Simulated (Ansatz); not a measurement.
Born–Oppenheimer molecular dynamics of ClH$_{5}$Si (7 atoms, charge 0, multiplicity 1). It starts at the highest image of a converged band. Of that band: A vibrational analysis at the climbing image gives 2 clearly imaginary modes (958i, 137i cm⁻¹): a point of higher order, so a lower path passes nearby.

The calculation used Ansatz, RKS PBE-D4/def2-SVP.

- ensemble: NVE (velocity Verlet)
- time step: 0.5 fs
- steps asked: 200
- starting velocities drawn for: 100 K
- seed: 9607

Frames 5 fs apart, positions in Å.

Velocities at 25.0 fs (Å/ps):

```
Si -1.60 0.08 -10.57
Cl 1.23 0.09 8.23
H -28.55 -0.27 18.26
H 17.67 -14.85 -16.00
H 18.00 10.23 -30.83
H 3.31 -2.59 -11.17
H -9.16 2.18 44.74
```

```xyz
7
Properties=species:S:1:pos:R:3 time_fs=25.0 energy_less_start_eV=-0.519 T=903
Si -0.227 0.000 -0.158
Cl -0.045 0.002 2.588
H 1.138 -0.056 0.390
H -0.344 1.202 -1.035
H -0.315 -1.166 -1.141
H -1.583 -0.010 0.504
H -1.240 -0.045 2.079
7
Properties=species:S:1:pos:R:3 time_fs=30.0 energy_less_start_eV=-0.712 T=1202
Si -0.236 -0.002 -0.221
Cl -0.039 0.003 2.636
H 1.054 -0.057 0.483
H -0.251 1.189 -1.130
H -0.232 -1.107 -1.261
H -1.569 -0.034 0.450
H -1.299 -0.035 2.319
7
Properties=species:S:1:pos:R:3 time_fs=35.0 energy_less_start_eV=-0.905 T=1501
Si -0.245 -0.005 -0.300
Cl -0.034 0.004 2.695
H 1.026 -0.060 0.520
H -0.166 1.250 -1.195
H -0.173 -1.082 -1.332
H -1.567 -0.071 0.406
H -1.335 -0.025 2.600
7
Properties=species:S:1:pos:R:3 time_fs=40.0 energy_less_start_eV=-1.123 T=1838
Si -0.248 -0.004 -0.391
Cl -0.032 0.005 2.763
H 0.955 -0.072 0.440
H -0.127 1.275 -1.160
H -0.148 -1.131 -1.403
H -1.555 -0.105 0.346
H -1.321 -0.014 2.914
7
Properties=species:S:1:pos:R:3 time_fs=45.0 energy_less_start_eV=-1.241 T=2020
Si -0.251 -0.005 -0.490
Cl -0.032 0.006 2.837
H 0.960 -0.108 0.373
H -0.144 1.335 -1.132
H -0.160 -1.165 -1.460
H -1.530 -0.129 0.266
H -1.279 -0.002 3.240
7
Properties=species:S:1:pos:R:3 time_fs=50.0 energy_less_start_eV=-1.284 T=2086
Si -0.250 -0.009 -0.590
Cl -0.034 0.008 2.914
H 0.983 -0.163 0.312
H -0.201 1.414 -1.167
H -0.198 -1.146 -1.547
H -1.525 -0.145 0.194
H -1.164 0.011 3.554
7
Properties=species:S:1:pos:R:3 time_fs=55.0 energy_less_start_eV=-1.344 T=2180
Si -0.245 -0.009 -0.685
Cl -0.037 0.009 2.994
H 0.930 -0.206 0.190
H -0.266 1.382 -1.231
H -0.241 -1.108 -1.727
H -1.511 -0.159 0.122
H -1.021 0.024 3.858
7
Properties=species:S:1:pos:R:3 time_fs=60.0 energy_less_start_eV=-1.363 T=2209
Si -0.245 -0.012 -0.780
Cl -0.042 0.011 3.075
H 0.939 -0.247 0.097
H -0.303 1.356 -1.349
H -0.278 -1.011 -1.925
H -1.480 -0.182 0.045
H -0.824 0.038 4.114
7
Properties=species:S:1:pos:R:3 time_fs=65.0 energy_less_start_eV=-1.327 T=2153
Si -0.249 -0.018 -0.875
Cl -0.047 0.013 3.158
H 0.990 -0.274 -0.003
H -0.297 1.391 -1.483
H -0.296 -0.888 -2.085
H -1.469 -0.226 -0.021
H -0.601 0.053 4.338
7
Properties=species:S:1:pos:R:3 time_fs=70.0 energy_less_start_eV=-1.331 T=2160
Si -0.251 -0.021 -0.971
Cl -0.053 0.015 3.241
H 0.981 -0.272 -0.185
H -0.257 1.375 -1.529
H -0.297 -0.838 -2.239
H -1.456 -0.276 -0.099
H -0.359 0.067 4.510
7
Properties=species:S:1:pos:R:3 time_fs=75.0 energy_less_start_eV=-1.342 T=2177
Si -0.257 -0.022 -1.070
Cl -0.059 0.017 3.327
H 1.024 -0.285 -0.351
H -0.218 1.394 -1.510
H -0.295 -0.846 -2.342
H -1.431 -0.320 -0.199
H -0.103 0.080 4.623
7
Properties=species:S:1:pos:R:3 time_fs=80.0 energy_less_start_eV=-1.312 T=2131
Si -0.260 -0.024 -1.172
Cl -0.065 0.018 3.413
H 1.084 -0.325 -0.483
H -0.213 1.480 -1.483
H -0.305 -0.864 -2.399
H -1.427 -0.361 -0.287
H 0.152 0.092 4.702
```

Of the whole run (100 fs, mean temperature of the second half 2149 K): The conserved energy stayed within 0.044 meV per atom of its start (net change 0.005 meV per atom), so the integration is sound. The kinetic energy rose, since the run started high on the potential surface and went downhill. It ends in pieces (ClH + H4Si), so much of that is their flight and rotation, not heat. A run of 0.1 ps of so small a system gives no equilibrium averages. The orbitals stay closed-shell, which can raise the energy where a bond breaks towards radicals; this wasn't checked here.

Time of the run: 3.7 min on 1 thread of Arm Neoverse V1 (shared host), peak memory 0.098 GiB.
